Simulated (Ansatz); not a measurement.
**C₃H₆ (singlet): the correlation ladder, cc-pVTZ**

An exercise on one series of results from a longer session: the logs are not shown, and one member is left open.

Computed with Ansatz 0.2.0, Gaussian basis. Level: cc-pVTZ, core rule «outside noble gas», up to 3 orbitals frozen.

To be run: UHF; CCSD(T) on RHF; CCSDT(Q) on RHF.

2 further runs of the same task are left out: 2 set aside as unsound or not needed.

## The geometry

The geometry is an MP2(full)/6-31G* stationary point (not a proven minimum).

9 atoms, charge 0, spin multiplicity 1.

Atoms are counted from 1 here; the program's logs count them from 0.

Bond lengths: C1–C2 1.502 Å, C1–C3 1.502 Å, C1–H4 1.084 Å, C1–H5 1.084 Å, C2–C3 1.502 Å, C2–H6 1.084 Å, C2–H7 1.084 Å, C3–H8 1.084 Å, C3–H9 1.084 Å. Angles: C2–C1–C3 60.0°, C2–C1–H4 118.1°, C2–C1–H5 118.1°, C3–C1–H4 118.1°, C3–C1–H5 118.1°, H4–C1–H5 114.2°, C1–C2–C3 60.0°, C1–C2–H6 118.1°, C1–C2–H7 118.1°, C3–C2–H6 118.1°, C3–C2–H7 118.1°, H6–C2–H7 114.2°, C1–C3–C2 60.0°, C1–C3–H8 118.1°, C1–C3–H9 118.1°, C2–C3–H8 118.1°, C2–C3–H9 118.1°, H8–C3–H9 114.2°.

Set-up of the first run:

Contents of in.yaml:

```yaml
crystal:
  periodic: [false, false, false]
  atoms:
    - {symbol: C, position_ang: [0.000000, 0.866998, 0.000000]}
    - {symbol: C, position_ang: [0.750842, -0.433499, 0.000000]}
    - {symbol: C, position_ang: [-0.750842, -0.433499, 0.000000]}
    - {symbol: H, position_ang: [0.000000, 1.455762, 0.910526]}
    - {symbol: H, position_ang: [0.000000, 1.455762, -0.910526]}
    - {symbol: H, position_ang: [1.260727, -0.727881, -0.910526]}
    - {symbol: H, position_ang: [1.260727, -0.727881, 0.910526]}
    - {symbol: H, position_ang: [-1.260727, -0.727881, 0.910526]}
    - {symbol: H, position_ang: [-1.260727, -0.727881, -0.910526]}
basis:
  gaussian: {orbitals: cc-pVTZ}
magnetization: {spin_polarized: true, initial_magnetization: 0}
hamiltonian: {xc: hf}
output: {orbitals: {seedname: orbitals}}
```

Launch:

```console
> ansatz run in.yaml --threads 1 --pin off --events-out ev --progress --plain --max-ram 2880MiB --backend cpu
```

Among the steps run: UHF; CCSD(T) on RHF; CCSDT(Q) on RHF.

One of the session's tables, all rows but one given; the rest of the session is left out.

```
   method  from RCCSDT(Q) (kJ/mol)
      RHF                  +1497.8
     RMP2                   +141.1
    RCCSD                    +61.2
 RCCSD(T)                        ?
   RCCSDT                     +2.6
RCCSDT(Q)                        0
```

Estimate the missing values for RCCSD(T).

The run gave: from RCCSDT(Q) (kJ/mol): +3.4. In the column «from RCCSDT(Q) (kJ/mol)» it lies between RCCSDT (+2.6) and RCCSD (+61.2).

With the free atoms at the same levels and basis (separate runs), the atomisation energy is 36.159 eV at RCCSDT(Q), 36.165 eV at RCCSD(T), 27.958 eV at RHF.
